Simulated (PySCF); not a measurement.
PySCF input (MN15/def2-TZVPD):

```python
from pyscf import gto, scf, dft

mol = gto.M(
    atom='''
    C    -0.00000000   -0.00000000   -0.63014053
    N     0.00000000    0.00000000    0.54012046
    ''',
    basis='def2-tzvpd',
    charge=-1,
    spin=0,
    verbose=4,
)

mf = dft.RKS(mol, xc='mn15').density_fit(auxbasis='def2-universal-jkfit')
mf.grids.level = 4
mf.conv_tol = 1e-9
mf.max_cycle = 100
mf.max_memory = 1500
mf.kernel()
if not mf.converged:
    mf = mf.newton()
    mf.kernel(mf.make_rdm1())
mf.analyze()
```

End of the output:

```
Extra cycle  E= -92.7830788340246  delta_E= -6.93e-12  |g|= 8.58e-06  |ddm|= 5.41e-05
converged SCF energy = -92.7830788340246
**** SCF Summaries ****
Total Energy =                         -92.783078834024622
Nuclear Repulsion Energy =              18.991868522114885
One-electron Energy =                 -166.655686837879074
Two-electron Energy =                   54.880739481739575
Two-electron Coulomb Energy =           67.187081041752364
DFT Exchange-Correlation Energy =      -12.306341560012790
HOMO-LUMO gap [eV] =                     9.085830757082554
**** MO energy ****
MO #1   energy= -13.8168194475868  occ= 2
MO #2   energy= -9.77723008799135  occ= 2
MO #3   energy= -0.6582391050671   occ= 2
MO #4   energy= -0.194806717680475 occ= 2
MO #5   energy= -0.111519208660263 occ= 2
MO #6   energy= -0.111519208660222 occ= 2
MO #7   energy= -0.081639018843715 occ= 2
MO #8   energy= 0.25225910565478   occ= 0
MO #9   energy= 0.29605760428514   occ= 0
MO #10  energy= 0.313984332158587  occ= 0
MO #11  energy= 0.313984332158595  occ= 0
MO #12  energy= 0.402411493260428  occ= 0
MO #13  energy= 0.410874454721063  occ= 0
MO #14  energy= 0.410874454721105  occ= 0
MO #15  energy= 0.43584551971398   occ= 0
MO #16  energy= 0.435845521635085  occ= 0
MO #17  energy= 0.508999142913859  occ= 0
MO #18  energy= 0.508999142913861  occ= 0
MO #19  energy= 0.537383666629844  occ= 0
MO #20  energy= 0.60664610853949   occ= 0
MO #21  energy= 0.651618283335539  occ= 0
MO #22  energy= 0.651618285175633  occ= 0
MO #23  energy= 0.680561974793598  occ= 0
MO #24  energy= 0.680561974793634  occ= 0
MO #25  energy= 0.69476257015973   occ= 0
MO #26  energy= 0.859057840059023  occ= 0
MO #27  energy= 0.958127998815765  occ= 0
MO #28  energy= 0.958127998815848  occ= 0
MO #29  energy= 1.06010973371583   occ= 0
MO #30  energy= 1.09926017554725   occ= 0
MO #31  energy= 1.13903412143402   occ= 0
MO #32  energy= 1.13903417316373   occ= 0
MO #33  energy= 1.2809897116508    occ= 0
MO #34  energy= 1.28098971165084   occ= 0
MO #35  energy= 1.55190129492803   occ= 0
MO #36  energy= 1.66737730221152   occ= 0
MO #37  energy= 1.66737736264414   occ= 0
MO #38  energy= 1.8007261989873    occ= 0
MO #39  energy= 1.81633106380669   occ= 0
MO #40  energy= 1.81633106380675   occ= 0
MO #41  energy= 1.86099416174001   occ= 0
MO #42  energy= 1.86099416174004   occ= 0
MO #43  energy= 1.87826674274612   occ= 0
MO #44  energy= 2.25727513375313   occ= 0
MO #45  energy= 2.66361412066909   occ= 0
MO #46  energy= 2.66361412066914   occ= 0
MO #47  energy= 2.6876422815926    occ= 0
MO #48  energy= 2.89253949409989   occ= 0
MO #49  energy= 2.89253949409989   occ= 0
MO #50  energy= 3.01953690628768   occ= 0
MO #51  energy= 3.01953705119433   occ= 0
MO #52  energy= 3.27383266026763   occ= 0
MO #53  energy= 3.27383266026765   occ= 0
MO #54  energy= 3.28937899741236   occ= 0
MO #55  energy= 3.30134991082855   occ= 0
MO #56  energy= 3.30135106557146   occ= 0
MO #57  energy= 3.61365469510884   occ= 0
MO #58  energy= 3.61365469510884   occ= 0
MO #59  energy= 3.78630147078539   occ= 0
MO #60  energy= 4.14372531959813   occ= 0
MO #61  energy= 4.14372531959816   occ= 0
MO #62  energy= 4.19227761029641   occ= 0
MO #63  energy= 4.64482501848035   occ= 0
MO #64  energy= 4.64482525165822   occ= 0
MO #65  energy= 4.86125699169958   occ= 0
MO #66  energy= 4.86125764518355   occ= 0
MO #67  energy= 5.0303077420026    occ= 0
MO #68  energy= 5.03030774200262   occ= 0
MO #69  energy= 5.53214414176302   occ= 0
MO #70  energy= 5.56631289391701   occ= 0
MO #71  energy= 5.56631289391704   occ= 0
MO #72  energy= 5.88236168806472   occ= 0
MO #73  energy= 21.5830153294009   occ= 0
MO #74  energy= 31.143623205887    occ= 0
 ** Mulliken pop on meta-lowdin orthogonal AOs  **
 ** Mulliken pop  **
pop of  0 C 1s            1.99977
pop of  0 C 2s            1.52822
pop of  0 C 3s            0.06397
pop of  0 C 4s            0.00805
pop of  0 C 5s            0.00211
pop of  0 C 6s            0.00058
pop of  0 C 2px           0.80793
pop of  0 C 2py           0.80793
pop of  0 C 2pz           1.23136
pop of  0 C 3px           0.00234
pop of  0 C 3py           0.00234
pop of  0 C 3pz           0.01420
pop of  0 C 4px           0.00301
pop of  0 C 4py           0.00301
pop of  0 C 4pz           0.00440
pop of  0 C 3dxy          0.00000
pop of  0 C 3dyz          0.00426
pop of  0 C 3dz^2         0.00673
pop of  0 C 3dxz          0.00426
pop of  0 C 3dx2-y2       0.00000
pop of  0 C 4dxy          0.00000
pop of  0 C 4dyz          0.00001
pop of  0 C 4dz^2         0.00014
pop of  0 C 4dxz          0.00001
pop of  0 C 4dx2-y2       0.00000
pop of  0 C 5dxy          0.00000
pop of  0 C 5dyz          0.00042
pop of  0 C 5dz^2         0.00120
pop of  0 C 5dxz          0.00042
pop of  0 C 5dx2-y2       0.00000
pop of  0 C 4f-3          0.00000
pop of  0 C 4f-2          0.00000
pop of  0 C 4f-1          0.00003
pop of  0 C 4f+0          0.00107
pop of  0 C 4f+1          0.00003
pop of  0 C 4f+2          0.00000
pop of  0 C 4f+3          0.00000
pop of  1 N 1s            1.99980
pop of  1 N 2s            1.54959
pop of  1 N 3s            0.03868
pop of  1 N 4s            0.00883
pop of  1 N 5s            0.00486
pop of  1 N 6s            0.00122
pop of  1 N 2px           1.17653
pop of  1 N 2py           1.17653
pop of  1 N 2pz           1.51539
pop of  1 N 3px           0.00168
pop of  1 N 3py           0.00168
pop of  1 N 3pz           0.00392
pop of  1 N 4px           0.00097
pop of  1 N 4py           0.00097
pop of  1 N 4pz           0.00168
pop of  1 N 3dxy          0.00000
pop of  1 N 3dyz          0.00216
pop of  1 N 3dz^2         0.01173
pop of  1 N 3dxz          0.00216
pop of  1 N 3dx2-y2       0.00000
pop of  1 N 4dxy          0.00000
pop of  1 N 4dyz          0.00020
pop of  1 N 4dz^2         0.00097
pop of  1 N 4dxz          0.00020
pop of  1 N 4dx2-y2       0.00000
pop of  1 N 5dxy          0.00000
pop of  1 N 5dyz          0.00036
pop of  1 N 5dz^2         0.00010
pop of  1 N 5dxz          0.00036
pop of  1 N 5dx2-y2       0.00000
pop of  1 N 4f-3          0.00000
pop of  1 N 4f-2          0.00000
pop of  1 N 4f-1          0.00011
pop of  1 N 4f+0          0.00143
pop of  1 N 4f+1          0.00011
pop of  1 N 4f+2          0.00000
pop of  1 N 4f+3          0.00000
 ** Mulliken atomic charges  **
charge of    0C =     -0.49778
charge of    1N =     -0.50222

WARN: System has nonzero charge -1; the dipole moment is origin-dependent.
Location of origin: [0. 0. 0.]

Dipole moment(X, Y, Z, Debye): -0.00000,  0.00000,  0.59809
```
